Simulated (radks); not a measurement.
**Cl⁴⁺ in [Ne] 3s2 3p1: an all-electron calculation**

Aim: the levels, the sizes of the orbitals and the parts of the energy of the chlorine ion Cl4+.

Program: radks (a radial shooting solver on a logarithmic mesh, Libxc functionals) version 1. Level of theory: Dirac Kohn-Sham, LDA (Slater exchange, Perdew-Zunger correlation), spin-unpolarised, spherical densities, finite nucleus; open shells are shared between the two j in proportion to 2j + 1. These are calculated values, not measurements, unless marked.

## Step 1: Starting point

- element: chlorine (Z = 17)
- charge: +4
- electrons: 13
- configuration: [Ne] 3s2 3p1
- nuclear rms radius: 3.3654 fm

The outer shells:

Cl⁴⁺
```
[Ne] core
3s [↑↓]
3p [↑ ][  ][  ]
```

## Step 2: Self-consistent calculation

The run's settings:

```text
Z 17
configuration [Ne] 3s2 3p1 4s0 3d0
relativity Dirac
functional lda,pz
spin unpolarised
j_filling average
nucleus finite rms 3.3654 fm
c 137.035999084
```

The run is started by

```sh
python run_ks.py task.json out
```

All runs below come from this command, one after another.

**Question.** What will this run give?

As calculated:

| quantity | value |
| --- | --- |
| total energy | -455.32933 hartree |
| exchange-correlation share of it | 5.48 % |
| −T/E | 1.0048 |
| highest occupied level | 3p3/2, -59.616 eV |
| most extended occupied level | 3p3/2, <r> = 1.44 bohr |
| radius at density 0.001 e/bohr³ | 2.82 bohr |
| maxima of the radial density | 2 |
| ionisation energy, NIST | 67.7 (semi-emp.) eV |

**Reading.** 3 principal shells are occupied and 2 maxima appear in the radial density; where shells overlap, one shows as a shoulder or not at all. Relativity lifts −T/E to 1.005. Minus the highest eigenvalue, 59.616 eV, is 88 % of the tabulated ionisation energy (67.7 eV); the potential of a semilocal functional falls off too fast, so its top eigenvalue is too shallow. Spin polarisation and multiplet splitting are left out.
